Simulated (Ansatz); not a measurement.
# Si(OH)H3 (SiH₄O): geometry, orbitals and charge

What does Si(OH)H3 (SiH₄O) look like as a singlet, and where do its frontier electrons sit?

Computed with Ansatz 0.2.0, Gaussian basis. Level: RKS PBE0-D4/def2-TZVP.

Plan: relaxation at r2SCAN-D4/def2-TZVP; a single point at PBE0-D4/def2-TZVP.

**1. The starting structure**

6 atoms, charge 0, spin multiplicity 1.

Atoms are counted from 1 here; the program's logs count them from 0.

Bond lengths: Si1–O2 1.625 Å, Si1–H4 1.464 Å, Si1–H5 1.464 Å, Si1–H6 1.453 Å, O2–H3 0.953 Å. Angles: O2–Si1–H4 110.3°, O2–Si1–H5 110.3°, O2–Si1–H6 101.4°, H4–Si1–H5 108.8°, H4–Si1–H6 112.9°, H5–Si1–H6 112.9°, Si1–O2–H3 122.4°.

The start is a GFN2-xTB geometry.

**2. Relaxation at r2SCAN-D4/def2-TZVP**

Contents of in.yaml:

```yaml
crystal:
  periodic: [false, false, false]
  atoms:
    - {symbol: Si, position_ang: [-0.059940, -0.114970, -0.407910]}
    - {symbol: O, position_ang: [-0.059540, -0.091910, 1.217130]}
    - {symbol: H, position_ang: [0.327320, 0.620940, 1.717260]}
    - {symbol: H, position_ang: [1.313150, -0.112770, -0.916850]}
    - {symbol: H, position_ang: [-0.760380, 1.058380, -0.933190]}
    - {symbol: H, position_ang: [-0.760600, -1.359670, -0.676430]}
basis:
  gaussian: {orbitals: def2-TZVP}
hamiltonian: {xc: r2scan, dispersion: d4}
scf: {omitted_lower_state_checks: [starts]}
output: {orbitals: {seedname: orbitals}}
relax: {f_tol: 0.02, max_steps: 100}
```

The run is started by

```
$ ansatz run in.yaml --threads 4 --pin off --events-out ev --progress --plain --max-ram 3916MiB
```

The runs that follow: Single point, PBE0-D4/def2-TZVP.

Before running them: what should the planned runs give, taken together? Wanted: point group; O–Si bond; HOMO, LUMO at PBE0-D4/def2-TZVP; dipole at r2SCAN-D4/def2-TZVP.

As calculated:

| quantity | value |
| --- | --- |
| point group | Cs |
| O–Si bond | 1.649 Å |
| HOMO, LUMO at PBE0-D4/def2-TZVP | -8.73, 0.04 eV |
| dipole at r2SCAN-D4/def2-TZVP | 1.36 D |

What this shows: The molecule keeps its bonding pattern by the stored test; the atoms moved 0.05 Å (rms). No usable vibrations, so a minimum isn't proven.
